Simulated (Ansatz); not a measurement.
# RbGe2Sb3: from a trial structure to a relaxed crystal

All numbers below come from DFT PBE, scalar-relativistic, plane waves, PAW in Ansatz 0.2.0. Cutoff 420 eV, Γ-centred k mesh, Gaussian smearing, no spin polarisation in the final step.

RbGe2Sb3 was placed on the MAX phase (312) structure type (P6_3/mmc, No. 194), with Rb in place of Si, Ge in place of C, Sb in place of Ti, at a guessed volume.

```
Rb Ge Sb
1.0
     3.98106    0.00000    0.00000
    -1.99053    3.44770    0.00000
     0.00000    0.00000   22.95268
Rb Ge Sb
2 4 6
Direct
  0.00000 0.00000 0.25000
  0.00000 0.00000 0.75000
  0.33333 0.66667 0.92800
  0.66667 0.33333 0.42800
  0.66667 0.33333 0.07200
  0.33333 0.66667 0.57200
  0.00000 0.00000 0.50000
  0.00000 0.00000 0.00000
  0.33333 0.66667 0.36500
  0.66667 0.33333 0.86500
  0.66667 0.33333 0.63500
  0.33333 0.66667 0.13500
```

Cell and atoms relax at zero pressure; the relaxation can't lower the symmetry of the start. After a coarse first stage the cell is made exact in the group found at 0.06 Å.

Formation energies are uncorrected and refer to the elements' standard structures at the same level.

(1) Which crystal results?

(2) What are its volume, energy, density and gap?

Results:

(1) It keeps P6_3/mmc (No. 194). The result has the site pattern of a MAX phase (312) structure. Conventional cell: a = 4.068 Å, c = 25.261 Å. Rb is coordinated by 6 Sb at 3.77 Å and 6 Rb at 4.07 Å; Ge has 3 Sb at 2.79 Å and 3 Sb at 3.00 Å; Sb on Wyckoff site a (2 atoms of the primitive cell) has 6 Ge at 3.00 Å; Sb on Wyckoff site f (4 atoms of the primitive cell) has 3 Ge at 2.79 Å.

```
Rb Ge Sb
1.0
     4.06787    0.00000    0.00000
    -2.03393    3.52288    0.00000
     0.00000    0.00000   25.26092
Rb Ge Sb
2 4 6
Direct
  0.00000 0.00000 0.25000
  0.00000 0.00000 0.75000
  0.33333 0.66667 0.92595
  0.66667 0.33333 0.42595
  0.66667 0.33333 0.07405
  0.33333 0.66667 0.57405
  0.00000 0.00000 0.50000
  0.00000 0.00000 0.00000
  0.33333 0.66667 0.36657
  0.66667 0.33333 0.86657
  0.66667 0.33333 0.63343
  0.33333 0.66667 0.13343
```

(2) The volume per atom is 30.17 Å³ and the density is 5.47 g/cm³. The energy over the elements is 0.05 eV/atom and the gap on the 12×12×2 mesh is 0 eV (a metal).

The final run used a 12×12×2 mesh on its 12-atom cell and 0.10 eV smearing. The k mesh leaves about 4 meV/atom of noise in metals. Spin–orbit coupling is left out. Symmetry constrained the relaxation, so the result can be a saddle point.

Cost: 3 runs of about 14 core-minutes in all, on Arm Neoverse N1 (shared hosts).